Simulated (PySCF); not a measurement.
formaldehyde (CH2O), SMILES C=O.

Geometry: r2SCAN-D4/def2-TZVPD.

Two levels are set side by side: PBE/def2-TZVPD (PySCF) and r2SCAN/def2-TZVPD (PySCF). Same geometry, gas phase. Differences are taken from unrounded values.

```json
[
 {"quantity": "orbital gap (eV)", "r2SCAN": "4.22", "PBE": "3.61", "PBE minus r2SCAN": "-0.60"},
 {"quantity": "highest occupied level (eV)", "r2SCAN": "-6.55", "PBE": "-6.25", "PBE minus r2SCAN": "0.30"},
 {"quantity": "lowest empty level (eV)", "r2SCAN": "-2.33", "PBE": "-2.63", "PBE minus r2SCAN": "-0.30"},
 {"quantity": "dipole moment (D)", "r2SCAN": "2.29", "PBE": "2.20", "PBE minus r2SCAN": "-0.09"},
 {"quantity": "mean polarisability (bohr³)", "r2SCAN": "18.0", "PBE": "18.7", "PBE minus r2SCAN": "0.7"}
]
```

Rough cost on one machine, each run with all the roots and properties that it gave: r2SCAN against PBE about 4 times.
